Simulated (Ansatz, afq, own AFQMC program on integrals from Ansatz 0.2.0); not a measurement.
Two steps: Ansatz 0.2.0 writes the Fock matrix and Cholesky factors of the valence space, and afq projects on them the lowest state that overlaps trial and start.

```yaml
crystal:
  periodic: [false, false, false]
  atoms:
    - {symbol: B, position_ang: [0.000000, 0.000000, 0.000000]}
    - {symbol: H, position_ang: [-0.015583, 0.861426, 0.849833]}
    - {symbol: H, position_ang: [-0.021323, -0.849967, 0.861171]}
    - {symbol: H, position_ang: [0.021323, 0.849967, -0.861171]}
    - {symbol: H, position_ang: [0.015583, -0.861426, -0.849833]}
basis:
  gaussian: {orbitals: cc-pVDZ}
total_charge: 1
magnetization: {spin_polarized: false}
correlation: {method: ccsd_t, electrons: outside_noble_gas, hamiltonian_folder: ham}
```

```sh
$ ansatz run in.yaml --threads 1 --pin off --events-out ev --progress --plain --max-ram 1382MiB
```

Options of the walk:

```
--method phaseless --trial cisd --walkers 110 --populations 1 --least-time 40 --time-step 0.005 --steps-per-block 50 --equilibration-blocks 28 --max-blocks 300 --target-error 0.00029 --factor-cut 1e-05 --seed 6971 --release-times 0.24,0.51,0.99,1.62,2.4 --release-step 0.03 --release-every 4 --taylor-order 6
```

Times are imaginary, in 1/Eh. The walk had a cap of 534 s.

Log:

```
orbitals 33  electrons 3 3  factors 259 of 305
reference energy -26.55396205 Eh
CCSD correlation -0.13272543 Eh in 9 cycles, weight of the determinant in the CISD state 0.9255
energy of the start -26.686687 Eh
 block  time / (1/Eh)  mean weight  energy / Eh
     1     0.250  0.9994  -26.686076
     2     0.500  0.9998  -26.686703
     3     0.750  1.0003  -26.687286
     4     1.000  0.9999  -26.687395
     5     1.250  0.9997  -26.688311
    10     2.500  0.9998  -26.688250
    29     7.250  0.9984  -26.691412
    49    12.250  0.9996  -26.690547
    61    15.250  0.9995  -26.692957
    69    17.250  1.0000  -26.688781
    89    22.250  1.0013  -26.688803
    93    23.250  1.0003  -26.688235
   109    27.250  1.0019  -26.690792
   129    32.250  0.9998  -26.691706
   149    37.250  0.9998  -26.689457
   169    42.250  1.0011  -26.689428
   185    46.250  1.0004  -26.689264
blocks merged  error / Eh  count
     1  0.000106  160
     2  0.000123  80
     4  0.000143  40
     8  0.000150  20
    16  0.000146  10
released: time / (1/Eh)  energy / Eh  error  mean overlap
  0.24  -26.690143  0.000147  0.9944
  0.51  -26.690127  0.000131  0.9954
  0.99  -26.690023  0.000118  0.9952
  1.62  -26.690274  0.000165  0.9853
  2.40  -26.690131  0.000125  0.9840
energy -26.690217 +/- 0.000150 Eh
(rows thinned)
```

The run passed its tests (sampling time, drift between the halves within three errors, error under three times the target), which doesn't prove that it has relaxed.

Against this walk (error 4.1 meV) on the same determinant: CCSD(T) 22.4 meV higher, CCSDT(Q) 3.3 meV higher (within the noise), full CI 2.3 meV higher (within the noise). The error is statistical and leaves out the bias of the constraint. Released to 2.40 1/Eh the energy moves by 2 ± 5 meV (both errors), within twice the noise.

Cautions: constraint bias not in the error.

The walk took 5.9 min on 1 thread of Intel(R) Xeon(R) Processor @ 2.50GHz (Skylake/Cascade Lake) (shared host). The log's last line is the phaseless energy.

CCSDT and higher add their correlation energy to the determinant of the CCSD(T) run, since their own runs factorise the integrals more tightly (a shift of under 2 meV). A walk keeps the symmetry of its determinant, which the program's search chose and which needn't be the lowest solution, so a lower state of the same spin and another symmetry isn't excluded.
